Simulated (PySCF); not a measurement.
Task: Write Cartesian coordinates for `CC[PH+]1C=C1` as optimised with PBE0-D3(BJ)/def2-SVP. (Charge +1.)

Result: 
```
atom  x, y, z in Å
C1    -1.526   -0.515    0.434
C2    -0.997    0.674   -0.353
P3     0.802    0.688   -0.485
C4     1.866   -0.075    0.684
C5     1.788   -0.763   -0.444
H6    -2.622   -0.454    0.478
H7    -1.152   -0.524    1.468
H8    -1.266   -1.472   -0.042
H9    -1.270    1.641    0.107
H10   -1.375    0.698   -1.390
H11    1.298    1.803   -1.193
H12    2.322   -0.040    1.676
H13    2.140   -1.656   -0.964
```

Any rigid rotation of these coordinates is as good. Atoms count from 1 in this order. The 3-membered ring P3–C4–C5 has internal angles of 44.3° to 67.9°. C4 (alkene CH carbon) is planar (angles 147.6°, 144.6° and 67.8°, sum 360.0°, 0.00 Å off the plane of its three neighbours). P3 (phosphonium phosphorus) has angles from 44.3° to 123.5°. The C–C distances run from 1.323 Å (C4=C5, drawn double) to 1.521 Å (C1–C2, drawn single), a spread of 0.198 Å.

Bonds between heavy atoms (Å): C1–C2 1.521, C2–P3 1.804, P3–C4 1.755, C4=C5 1.323, P3–C5 1.754.

Method: PBE0-D3(BJ)/def2-SVP geometry optimisation, gas phase (PySCF).

Point group: Cs (tolerance 0.08 Å). Stationary, but not proved a minimum. Torsions: C1–C2–P3–C4 -26°.

The run took 29 s on one thread, Arm Neoverse V1 (aarch64), shared host with 32 logical CPUs at a one-minute load of 9.0, and the process peaked at 0.52 GiB of memory. That covers the optimisation of the geometry.

One conformer stands for the species.
